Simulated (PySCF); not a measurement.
# ON₂: relaxation and vibrations of the triplet

The task is one start of a wider search on ON₂: the triplet, built as end-on. It is relaxed, tested by its Hessian and followed downhill if it is a saddle.

Computed with PySCF 2.14.0. Level: PBE0, basis O def2-TZVP, N def2-TZVP, no relativity, density fitting.

**1. Starting geometry**

3 atoms, charge 0, spin multiplicity 3.

Bond lengths: O1–N2 1.380 Å, N2–N3 1.204 Å. Angles: O1–N2–N3 119.9°.

```xyz
3
charge 0 multiplicity 3
O     0.0000    0.0000    0.0000
N     0.0000    0.0000    1.3802
N     1.0440    0.0000    1.9802
```

**2. The SCF at the typed geometry**

The steps below are one call of a driver around PySCF. For each, scf.py gives the equivalent set-up of the SCF; relaxations use the driver's own optimiser. After this first run the driver tries any further starts and a stability analysis.

Input file scf.py:

```python
from pyscf import gto, scf, dft
mol = gto.M(atom='''
O      0.000000     0.000000     0.000000
N      0.000000     0.000000     1.380200
N      1.044000     0.000000     1.980200''',
    basis={'O': 'def2-TZVP', 'N': 'def2-TZVP'},
    charge=0, spin=2)
mf = dft.UKS(mol, xc='PBE0')
mf.grids.atom_grid = (50, 194)
aux = {'O': 'def2-universal-JKFIT', 'N': 'def2-universal-JKFIT'}
mf = mf.density_fit(auxbasis=aux)
mf.conv_tol = 1e-08
mf.diis_space = 10
mf.max_cycle = 60
mf.init_guess = 'minao'
mf.verbose = 4
mf.kernel()
```

Command:

```bash
OMP_NUM_THREADS=2 python axn.py task.json out
```

The runs that follow: Relaxing the triplet from the end-on start; Vibrations and properties at this point.

Before running it: what results should come out? Wanted: minimum; geometry; wavenumbers; dipole moment; highest occupied, lowest empty level; polar-tensor charge of O1; zero-point energy; atomisation energy; ⟨S²⟩.

The runs gave:

```
                                          quantity                                   value
                                           minimum                             triplet, Cs
                                          geometry  N–N 1.203 Å, O–N 1.256 Å; N–N–O 122.4°
                                wavenumbers (cm⁻¹)          661 (a'), 1032 (a'), 1591 (a')
                                     dipole moment                                  0.59 D
highest occupied, lowest empty level (either spin)                         -8.21, -5.13 eV
                         polar-tensor charge of O1                                 -0.07 e
                                 zero-point energy                             19.6 kJ/mol
                               entropy at 298.15 K                         250.5 J/(mol K)
         atomisation energy (no zero-point energy)                              857 kJ/mol
                                              ⟨S²⟩                                   2.008
```

What this shows: The molecule stays Cs, as typed, and the end point is a minimum. The strongest infrared band lies at 1032 cm⁻¹ (a'). Only this shape and spin were tried, so other structures or states may lie lower.
